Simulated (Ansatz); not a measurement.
# AlO2: the cost of one run

The runs use Ansatz 0.2.0, Gaussian basis; def2-QZVPP, core rule «outside noble gas», up to 7 orbitals frozen.

The runs, in order: UHF; ROHF; CCSD(T) on UHF.

3 further runs of the same task are left out: 1 that didn't finish, 2 set aside as unsound or not needed. Runs told in other sessions of the task aren't counted.

## (1) What is computed

The geometry is a PBE0/def2-TZVP stationary point (not a proven minimum) of the parent state, kept for this charge and spin.

3 atoms, charge 0, spin multiplicity 2.

Atoms are counted from 1 here; the program's logs count them from 0.

Bond lengths: O1–Al2 1.782 Å, Al2–O3 1.782 Å. Angles: O1–Al2–O3 180.0°.

Coordinates:

```xyz
3

O     0.0000    0.0000    1.7818
Al    0.0000    0.0000    0.0000
O     0.0000    0.0000   -1.7818
```

## (2) UHF

in.yaml

```yaml
crystal:
  periodic: [false, false, false]
  atoms:
    - {symbol: O, position_ang: [0.000000, 0.000000, 1.781800]}
    - {symbol: Al, position_ang: [0.000000, 0.000000, 0.000000]}
    - {symbol: O, position_ang: [0.000000, 0.000000, -1.781800]}
basis:
  gaussian: {orbitals: "def2-QZVPP.json"}
magnetization: {spin_polarized: true, initial_magnetization: 1}
hamiltonian: {xc: hf}
output: {orbitals: {seedname: orbitals}}
```

On the command line:

```sh
$ ansatz run in.yaml --threads 1 --pin off --events-out ev --progress --plain --max-ram 2393MiB
```

What time and memory should one allow on 1 thread of Arm Neoverse V1, shared host?

About 45 s, with a peak of 0.41 GiB.
